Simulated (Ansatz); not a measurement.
Input file:

```yaml
crystal:
  periodic: [false, false, false]
  atoms:
    - {symbol: B, position_ang: [0.000000, -0.641441, 0.112037]}
    - {symbol: O, position_ang: [0.000000, 0.293033, 1.012076]}
    - {symbol: N, position_ang: [0.000000, 0.081208, -1.152009]}
    - {symbol: H, position_ang: [0.000000, 1.100079, -1.258002]}
basis:
  gaussian: {orbitals: cc-pVDZ}
magnetization: {spin_polarized: false, initial_magnetization: 5}
correlation: {method: ccsdt_q, electrons: outside_noble_gas}
```

```sh
$ ansatz run in.yaml --threads 1 --pin off --events-out ev --progress --plain --max-ram 2393MiB
```

The program prints:

```
865 factors; integrals over basis functions are off by at most 2.3e-7 eV
mean field evaluation 1: about -4195.7099 eV, gradient 1.6e1 eV
mean field evaluation 2: about -4195.8723 eV, gradient 1.6e1 eV
mean field evaluation 4: about -4197.8481 eV, gradient 3.0e0 eV
mean field evaluation 8: about -4197.9257 eV, gradient 8.4e-1 eV
mean field evaluation 16: about -4197.9302 eV, gradient 1.6e-6 eV
mean field evaluation 32: about -4196.1376 eV, gradient 8.5e-1 eV
mean field evaluation 64: about -4196.1745 eV, gradient 1.4e-6 eV
mean field evaluation 96: about -4197.2433 eV, gradient 8.9e0 eV
mean field evaluation 128: about -4194.7040 eV, gradient 1.1e1 eV
mean field evaluation 160: about -4196.1426 eV, gradient 6.4e-1 eV
...
mean field -4197.93018490 eV, -154.2710888356 hartree, gradient 1.6e-6 eV, S^2 8.750000; 13 other end points of the search recorded, 0 dependent functions left out
...
determinant -4197.93018490 eV, -154.2710888356 hartree, with singles and doubles -4207.07073922 eV, -154.6069980113 hartree
determinant -4197.73634715 eV, -154.2639654300 hartree, with singles and doubles -4206.75922924 eV, -154.5955502307 hartree
determinant -4196.17454131 eV, -154.2065701239 hartree, with singles and doubles -4205.24771993 eV, -154.5400032882 hartree
determinant -4195.52707977 eV, -154.1827763511 hartree, with singles and doubles -4204.61153656 eV, -154.5166239804 hartree
determinant -4197.93018490 eV, -154.2710888356 hartree, with singles and doubles -4207.07721619 eV, -154.6072360358 hartree
determinant -4197.73634715 eV, -154.2639654300 hartree, with singles and doubles -4206.76712256 eV, -154.5958403050 hartree
3 core orbitals not correlated: weight in the atoms' cores, before any rotation towards them, 1.000 or more for the frozen orbitals, at most 0.000 for the correlated occupied ones
reference -4197.93018490 eV, -154.2710888356 hartree; 10, 5 occupied and 34, 39 virtual orbitals, 865 factors
second order -7.84115150 eV of doubles, -0.22614312 eV of singles
...
cycle  19  -9.38438532 eV  change    8.1e-6 eV  update   1.9e-5
cycle  20  -9.38437790 eV  change    7.4e-6 eV  update   1.4e-5
cycle  21  -9.38437013 eV  change    7.8e-6 eV  update   9.3e-6
cycle  22  -9.38436603 eV  change    4.1e-6 eV  update   5.9e-6
cycle  23  -9.38436497 eV  change    1.1e-6 eV  update   4.0e-6
cycle  24  -9.38436481 eV  change    1.7e-7 eV  update   3.1e-6
cycle  25  -9.38436541 eV  change   -6.0e-7 eV  update   2.4e-6
cycle  26  -9.38436682 eV  change   -1.4e-6 eV  update   2.0e-6
cycle  27  -9.38436757 eV  change   -7.5e-7 eV  update   1.5e-6
cycle  28  -9.38436812 eV  change   -5.4e-7 eV  update   1.1e-6
perturbative correction -0.01209429 eV, -0.0004444569 hartree
Total energy: -4207.32664730 eV, -154.6164024599 hartree
```

For the same geometry and basis UCCSDT(Q) lies 4.8 meV lower.

Ran on 1 thread of Arm Neoverse V1, shared host: 98 s wall, 0.97 GiB peak host memory.
